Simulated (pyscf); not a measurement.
# Routes from `[CH2]=[C]=[CH2]` + `[CH3]` [doublet]

Candidate steps break at most two bonds and form at most two. Each was searched with GFN2-xTB (tblite) first. Optimised with ωB97X-D3(BJ)/def2-SVP in PySCF. Energies: ωB97M-D3(BJ)/def2-TZVP, kcal/mol, from the separated reactants, doublet surface; ΔG‡ with ideal gas, 1 atm, RRHO with modes under 100 cm⁻¹ raised to 100, one conformer, R ln 2 for chiral ones without a mode under 150 cm⁻¹.

| products | type | ΔE‡ | ΔE | ΔG‡ 298 K | ΔG‡ 900 K | ν‡ (cm⁻¹) |
|---|---|---|---|---|---|---|
| H₂C=C•–CH₂–CH₃ | addition | 6.7 | -28.8 | 16.4 | 33.2 | 497i |
| •H₂C–C(=CH₂)–CH₃ | addition | 8.8 | -51.0 | 18.1 | 34.4 | 558i |

Plain bond fissions and candidates not yet searched are not listed, and one of them may be faster. Each barrier is that of the saddle found; lower ones may exist.
